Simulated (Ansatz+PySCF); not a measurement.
doublet CH4N: levels of theory in one basis

```xyz
6

C     0.0000    0.0244   -0.3710
N     0.0000    0.5939    0.9484
H     0.0000   -0.1866    1.6142
H     0.0000    0.8089   -1.1282
H     0.8774   -0.6203   -0.5317
H    -0.8774   -0.6203   -0.5317
```

Basis set: cc-pVTZ (spherical functions). Frozen core: 2 orbitals. Correlation on ROHF uses semicanonical orbitals with singles. Charge 0, multiplicity 2.

Computed with Ansatz (development build ahead of 0.2.0); each method stands on the lowest determinant of its kind that the runs found.

```json
{"method": "ROHF", "E − E(ROHF) (eV)": "0.00", "<S²> of the determinant": "0.75"}
{"method": "UHF", "E − E(ROHF) (eV)": "-0.15", "<S²> of the determinant": "0.76"}
{"method": "ROHF-MP2", "E − E(ROHF) (eV)": "-9.83", "<S²> of the determinant": "–"}
{"method": "UHF-MP2", "E − E(ROHF) (eV)": "-9.81", "<S²> of the determinant": "0.76"}
```

Task: What does ROHF-CCSD(T) give on the same scale?

Result: -10.97 eV.

Task: Is a single determinant a sound starting point here?

Result: By this sign, yes. Unrestricted orbitals gain 0.15 eV and <S²> is 0.76 against 0.75 for a pure state.
